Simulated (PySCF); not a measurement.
# CS (CS): the cost of one run

Computed with PySCF 2.14.0 and routines of our own; the level stands in each step. Atoms count from 0.

### Step 1. The system as given

2 atoms, charge 0, multiplicity 1; geometry from: GFN2-xTB.

### Step 2. Relaxing the molecule at B3LYP/def2-TZVP

The job: settings as JSON, then the geometry in Å.

```
{"job": {"xc": "B3LYP", "basis": "def2-TZVP", "grid": 1, "kind": "geom"}, "charge": 0, "multiplicity": 1}
C      0.761975    -0.003367    -0.002271
S     -0.759218     0.004635    -0.011877
```

Run with:

```
$ OMP_NUM_THREADS=1 python excited_run.py task.json out
```

This one command runs all jobs of the session in turn.

**Question.** How long does this first job take on 1 thread of Intel Xeon at 2.70GHz, shared host, and how much memory does it need?

About 5.3 s, with a peak of 0.28 GiB.
